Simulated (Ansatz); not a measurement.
Total energies of `NC(O)CO`.

Cartesian coordinates in Å:
```
N 0.1708 -0.8873 1.1586
C 0.1891 -0.6499 -0.2616
O 1.4649 -0.3314 -0.7862
C -0.8045 0.4424 -0.6157
O -0.4306 1.6750 -0.0205
H 0.7878 -1.6571 1.3856
H 0.5343 -0.0749 1.6448
H -0.1113 -1.5753 -0.7614
H 1.6230 0.5988 -0.5866
H -0.7893 0.5989 -1.6960
H -1.8130 0.1422 -0.3161
H -0.8210 1.7186 0.8551
```

Total charge 0; spin multiplicity 1. The structure was optimised at the PBE0-D4/def2-TZVP level. It is one conformer, not always the lowest. Basis def2-TZVPP, the Gaussian-basis code of Ansatz.

RPA on PBE orbitals: Hartree–Fock energy of these orbitals -284.04363 Eh, correlation -1.64120 Eh (frozen core).

```csv
functional,energy without D4 (Eh),D4 term (kJ/mol)
PBE0,-285.42172,-15.9
ωB97M-V,-285.63245,–
```

(1) Give the same for LDA (SPW92), PBE, revPBE, BLYP, r2SCAN, B97M-V, B3LYP, r2SCANh, r2SCAN0, HSE06 (plane-wave form), BHLYP, CAM-B3LYP, LC-ωPBE, ωB97X-V, B2PLYP, PBE-QIDH. (Estimate.)

B3LYP takes the VWN-RPA correlation (the form of Gaussian; ORCA's B3LYP/G). HSE06 is the plane-wave form, built on full-range PBE exchange. The double hybrids freeze the cores in their second-order part.

Answers

(1) Computed: 
```
             functional  energy without D4 (Eh)  D4 term (kJ/mol)
            LDA (SPW92)              -283.47522                 –
                    PBE              -285.40752             -19.1
                 revPBE              -285.64679             -70.2
                   BLYP              -285.65079             -43.7
                 r2SCAN              -285.58591              -4.8
                 B97M-V              -285.68166                 –
                  B3LYP              -285.74463             -30.5
                r2SCANh              -285.57071              -5.0
                r2SCAN0              -285.54906              -5.4
HSE06 (plane-wave form)              -285.40743             -14.5
                  BHLYP              -285.58001             -20.1
              CAM-B3LYP              -285.62621             -15.6
                LC-ωPBE              -285.57724                 –
                ωB97X-V              -285.65054                 –
                 B2PLYP              -285.52483                 –
               PBE-QIDH              -285.38414                 –
```

LC-ωPBE has ω = 0.4 bohr⁻¹.
